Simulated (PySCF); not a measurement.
NO, SMILES O=[N] (connectivity only; charge and spin as stated), charge +1, multiplicity 1.

Coordinates come from a PBE0-D3(BJ)/def2-TZVPD optimisation.

Level of theory: PySCF with B3LYP/def2-TZVPD.

```
Property                                                        Value
------------------------------------------------  -------------------
total energy                                       -129.59259 hartree
point group                                                       C∞v
highest occupied level                                      -25.02 eV
lowest empty level                                          -13.33 eV
orbital gap                                                  11.69 eV
dipole moment about the centre of nuclear charge               0.37 D
mean static polarisability                        6.9 bohr³ (1.02 Å³)
polarisability, principal values                  5.8, 5.8, 9.0 bohr³
```
